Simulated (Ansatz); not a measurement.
Species: ozone, O$_{3}$, net charge 0, singlet state. 
Coordinates optimised at B3LYP-D3(BJ)/def2-TZVP (Ansatz, a program for electronic structure):
SMILES: [O+]([O-])=O
```xyz
3

O     -0.0102     1.0756    -0.2169
O      0.0093     0.0011     0.4285
O      0.0009    -1.0767    -0.2116
```

Property: vertical electron affinity (to the doublet state of charge -1; a negative value means that the extra electron is unbound and the number depends on the basis; each state is the SCF solution reached for its spin; for the singlet the Hartree-Fock reference is unstable and T1 is 0.026), in eV. Valence correlation only, unless marked. Open shells are spin-unrestricted. Spin-orbit coupling is left out. No relativistic terms. Anions need diffuse functions: aug- sets have them; def2-D sets add few. CBS marks a two-point X^-3 extrapolation of the correlation energy; Hartree-Fock from the larger set. [CCSD(T)-MP2]/basis is that difference in the basis named. The program attaches cautions to a run behind HF/aug-cc-pVDZ: large difference. The program attaches cautions to a run behind HF/aug-cc-pVTZ: large difference. The program attaches cautions to a run behind MP2/aug-cc-pVDZ: large difference. The program attaches cautions to a run behind MP2/aug-cc-pVTZ: large difference. The program attaches cautions to a run behind SCS-MP2/aug-cc-pVDZ: large difference. The program attaches cautions to a run behind SCS-MP2/aug-cc-pVTZ: large difference. The program attaches cautions to a run behind CCSD/aug-cc-pVDZ: large difference. The program attaches cautions to a run behind CCSD/aug-cc-pVTZ: large difference. The program attaches cautions to a run behind CCSD(T)/aug-cc-pVTZ: large difference. The program attaches cautions to a run behind RI-MP2/CBS(aug-cc-pVTZ,aug-cc-pVQZ)+[CCSD(T)-MP2]/aug-cc-pVTZ: large difference.

```json
[
 {"level": "HF/aug-cc-pVDZ", "program": "Ansatz", "vertical electron affinity (eV)": "2.78", "minus last row": "1.06"},
 {"level": "HF/aug-cc-pVTZ", "program": "Ansatz", "vertical electron affinity (eV)": "2.74", "minus last row": "1.02"},
 {"level": "RI-HF/aug-cc-pVQZ", "program": "Ansatz", "vertical electron affinity (eV)": "2.74", "minus last row": "1.02"},
 {"level": "SVWN5/def2-TZVPD", "program": "Ansatz", "vertical electron affinity (eV)": "1.88", "minus last row": "0.16"},
 {"level": "PBE/def2-TZVPD", "program": "Ansatz", "vertical electron affinity (eV)": "1.69", "minus last row": "-0.03"},
 {"level": "B3LYP/def2-TZVPD", "program": "Ansatz", "vertical electron affinity (eV)": "2.20", "minus last row": "0.48"},
 {"level": "PBE0/def2-TZVPD", "program": "Ansatz", "vertical electron affinity (eV)": "2.14", "minus last row": "0.42"},
 {"level": "CAM-B3LYP/def2-TZVPD", "program": "Ansatz", "vertical electron affinity (eV)": "2.40", "minus last row": "0.68"},
 {"level": "wB97X-V/def2-TZVPD", "program": "Ansatz", "vertical electron affinity (eV)": "2.21", "minus last row": "0.49"},
 {"level": "wB97X/def2-TZVPD", "program": "Ansatz", "vertical electron affinity (eV)": "2.24", "minus last row": "0.52"},
 {"level": "B2PLYP/def2-TZVPD", "program": "Ansatz", "vertical electron affinity (eV)": "1.72", "minus last row": "0.00"},
 {"level": "MP2/aug-cc-pVDZ", "program": "Ansatz", "vertical electron affinity (eV)": "1.06", "minus last row": "-0.66"},
 {"level": "MP2/aug-cc-pVTZ", "program": "Ansatz", "vertical electron affinity (eV)": "1.18", "minus last row": "-0.54"},
 {"level": "RI-MP2/aug-cc-pVTZ", "program": "Ansatz", "vertical electron affinity (eV)": "1.18", "minus last row": "-0.54"},
 {"level": "RI-MP2/aug-cc-pVQZ", "program": "Ansatz", "vertical electron affinity (eV)": "1.23", "minus last row": "-0.49"},
 {"level": "SCS-MP2/aug-cc-pVDZ", "program": "Ansatz", "vertical electron affinity (eV)": "1.04", "minus last row": "-0.68"},
 {"level": "SCS-MP2/aug-cc-pVTZ", "program": "Ansatz", "vertical electron affinity (eV)": "1.15", "minus last row": "-0.57"},
 {"level": "CCSD/aug-cc-pVDZ", "program": "Ansatz", "vertical electron affinity (eV)": "1.85", "minus last row": "0.13"},
 {"level": "CCSD/aug-cc-pVTZ", "program": "Ansatz", "vertical electron affinity (eV)": "1.99", "minus last row": "0.27"},
 {"level": "CCSD(T)/aug-cc-pVTZ", "program": "Ansatz", "vertical electron affinity (eV)": "1.62", "minus last row": "-0.10"},
 {"level": "RI-MP2/CBS(aug-cc-pVTZ,aug-cc-pVQZ)+[CCSD(T)-MP2]/aug-cc-pVTZ", "program": "Ansatz", "vertical electron affinity (eV)": "1.72", "minus last row": "0.00"}
]
```
